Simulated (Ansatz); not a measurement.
# BFH₄S (built from SMILES BF.S): a reaction path by the nudged elastic band

Aim: the minimum-energy path between two given structures and its highest point. Both ends were relaxed at PBE0-D4 in triple zeta.

Method: PBE0-D4/def2-SVP; program: Ansatz 0.2.0, Gaussian basis.

22 further runs of the same task are left out: 22 set aside as unsound or not needed.

## 1. Starting geometry

The first end: 7 atoms, charge 0, spin multiplicity 1.

Atoms are counted from 1 here; the program's logs count them from 0.

Bond lengths: B1–F2 1.365 Å, B1–H3 1.208 Å, B1–H4 1.208 Å, H5–S6 1.344 Å, S6–H7 1.344 Å. Angles: F2–B1–H3 116.6°, F2–B1–H4 116.6°, H3–B1–H4 117.9°, H5–S6–H7 92.7°.

Coordinates:

```xyz
7
charge 0, multiplicity 1
B    -0.81091   -0.45756   -0.00953
F    -0.52705   -0.82974   -1.29147
H    -0.71382   -1.31397    0.83657
H    -1.66505    0.38444    0.13289
H     1.86908   -0.06022    0.19375
S     0.87196    0.74073    0.60830
H     0.97579    1.53633   -0.47053
```

The second end:

```xyz
7
charge 0, multiplicity 1
B    -0.88136    0.07659    0.72549
F     1.07654   -1.35910   -1.86532
H    -1.10093   -0.96748    1.25198
H    -1.72564    0.75716    0.23963
H     1.10651   -0.83018   -1.10098
S     0.82237    0.58368    0.71312
H     0.70252    1.73933    0.03608
```

## 2. The band at PBE0-D4/def2-SVP

neb/in.yaml

```yaml
crystal:
  periodic: [false, false, false]
  atoms:
    - {symbol: B, position_ang: [-0.810908, -0.457563, -0.009526]}
    - {symbol: F, position_ang: [-0.527046, -0.829741, -1.291469]}
    - {symbol: H, position_ang: [-0.713821, -1.313973, 0.836573]}
    - {symbol: H, position_ang: [-1.665047, 0.384441, 0.132893]}
    - {symbol: H, position_ang: [1.869075, -0.060219, 0.193750]}
    - {symbol: S, position_ang: [0.871960, 0.740726, 0.608304]}
    - {symbol: H, position_ang: [0.975788, 1.536329, -0.470525]}
basis:
  gaussian: {orbitals: def2-SVP}
hamiltonian: {xc: pbe0, dispersion: d4}
neb:
  images: 5
  climbing: true
  max_iterations: 40
  initial_path: idpp
  final_atoms:
    - {symbol: B, position_ang: [-0.881365, 0.076588, 0.725491]}
    - {symbol: F, position_ang: [1.076536, -1.359102, -1.865318]}
    - {symbol: H, position_ang: [-1.100930, -0.967477, 1.251978]}
    - {symbol: H, position_ang: [-1.725635, 0.757163, 0.239626]}
    - {symbol: H, position_ang: [1.106508, -0.830185, -1.100981]}
    - {symbol: S, position_ang: [0.822367, 0.583684, 0.713120]}
    - {symbol: H, position_ang: [0.702519, 1.739330, 0.036083]}
```

Started as:

```sh
$ ansatz run in.yaml --threads 2 --pin off --events-out ev --progress --plain --max-ram 4352MiB
```

Output, cut to the lines that bear on the results:

```text
Functional definition: PBE0
  name "PBE0"
  cite "Adamo & Barone, J. Chem. Phys. 110, 6158 (1999) doi:10.1063/1.478522"
  cite "Perdew, Burke & Ernzerhof, Phys. Rev. Lett. 77, 3865 (1996) doi:10.1103/PhysRevLett.77.3865"
  parent pbe
[...]
698 factors; integrals over basis functions are off by at most 3.0e-4 eV
[...]
mean field -14281.10827982 eV, -524.8210492005 hartree, gradient 1.5e-5 eV, S^2 0.000000; 0 other end points of the search recorded, 0 dependent functions left out
[...]
reference -14281.10830265 eV, -524.8210500397 hartree; 17, 17 occupied and 49, 49 virtual orbitals, 698 factors
[... from here to the last solve, the lines of the solves are left out (100 solves) ...]
WARN: NEB end point (image 0): max|allowed force component| = 2.593e-1 eV/Å (the criterion of neb.relax_end_points is 1.000e-2). That is over neb.f_tol: it is no minimum, so the barrier can be far off. Relax it first
WARN: NEB end point (image 6): max|allowed force component| = 2.539e-1 eV/Å (the criterion of neb.relax_end_points is 1.000e-2). That is over neb.f_tol: it is no minimum, so the barrier can be far off. Relax it first
NEB iter   1: max|band force component| = 4.850e0 eV/Å  barrier→ = 4.5649 eV  barrier← = 3.8120 eV  Δτ_max = 0.2000 Å  (179 SCF iters)
[...]
NEB iter   4: max|band force component| = 5.535e0 eV/Å  barrier→ = 1.9220 eV  barrier← = 1.1692 eV  Δτ_max = 0.2000 Å  (139 SCF iters)
[...]
NEB iter   7: max|band force component| = 6.593e-1 eV/Å  barrier→ = 0.8842 eV  barrier← = 0.1314 eV  Δτ_max = 0.0634 Å  (139 SCF iters)
[...]
NEB iter  10: max|band force component| = 2.425e-1 eV/Å  barrier→ = 0.8944 eV  barrier← = 0.1416 eV  CI = image 3  Δτ_max = 0.0378 Å  (149 SCF iters)
[...]
NEB iter  13: max|band force component| = 1.176e-1 eV/Å  barrier→ = 0.9132 eV  barrier← = 0.1604 eV  CI = image 3  Δτ_max = 0.0054 Å  (128 SCF iters)
[...]
NEB iter  14: max|band force component| = 3.053e-2 eV/Å  barrier→ = 0.9132 eV  barrier← = 0.1604 eV  CI = image 3  Δτ_max = 0.0000 Å  (760 SCF iters)
Total energy: -14280.27485828 eV, -524.7904215239 hartree
Atom 0 at    -0.601772    -0.314236     0.239870 Å, force     0.020498     0.002096    -0.023887 eV/Å
Atom 1 at     0.109253    -1.049788    -0.984969 Å, force     0.013507     0.017720     0.017535 eV/Å
Atom 2 at    -0.762743    -1.117140     1.123134 Å, force    -0.001586    -0.004152    -0.000081 eV/Å
Atom 3 at    -1.507934     0.356333    -0.181671 Å, force    -0.011246     0.004139     0.010717 eV/Å
Atom 4 at     0.971467    -0.382235    -0.613498 Å, force    -0.014901    -0.021969    -0.005753 eV/Å
Atom 5 at     1.023262     0.726403     0.612282 Å, force    -0.007319     0.005755     0.002360 eV/Å
Atom 6 at     0.768468     1.780662    -0.195148 Å, force     0.001047    -0.003590    -0.000890 eV/Å
Dipole moment:     0.234335     0.275201    -0.141526 e Å
```

Wall time 90 s (2 threads of Arm Neoverse V1, shared host).

The last band:

| image | path (Å) | energy (kJ/mol) | B1–S6 (Å) | F2–H5 (Å) | B1–F2 (Å) | H5–S6 (Å) |
| --- | --- | --- | --- | --- | --- | --- |
| 0 | 0.00 | 0.0 | 2.16 | 2.92 | 1.36 | 1.34 |
| 1 | 0.64 | 2.3 | 2.28 | 2.60 | 1.36 | 1.35 |
| 2 | 1.28 | 20.8 | 2.23 | 1.92 | 1.38 | 1.36 |
| 3 | 1.92 | 88.1 | 1.97 | 1.15 | 1.60 | 1.65 |
| 4 | 2.60 | 67.2 | 1.82 | 0.94 | 2.23 | 2.25 |
| 5 | 3.28 | 66.0 | 1.79 | 0.93 | 2.96 | 2.37 |
| 6 | 3.96 | 72.6 | 1.78 | 0.93 | 3.55 | 2.32 |

The highest image, 3:

```
B    -0.6018   -0.3142    0.2399
F     0.1093   -1.0498   -0.9850
H    -0.7627   -1.1171    1.1231
H    -1.5079    0.3563   -0.1817
H     0.9715   -0.3822   -0.6135
S     1.0233    0.7264    0.6123
H     0.7685    1.7807   -0.1951
```

## 3. Summary of results

```
                                                                       quantity                                                 value
                                                PBE0-D4/def2-SVP, 14 iterations  highest 88.1 kJ/mol (image 3), last end +72.6 kJ/mol
from earlier runs: barrier over the separately found saddle, CCSD(T)/def2-TZVPP                                          104.9 kJ/mol
```

The highest image lies 88.1 kJ/mol above the first end, and it climbed, so it estimates the saddle. The ends are not quite minima at this level (largest force component 0.26 eV/Å), so the heights are unreliable: relaxing the first end would lower it and raise the barrier above it. The highest image is 16.8 kJ/mol below the CCSD(T) barrier in triple zeta, which comes from separate runs on the saddle.
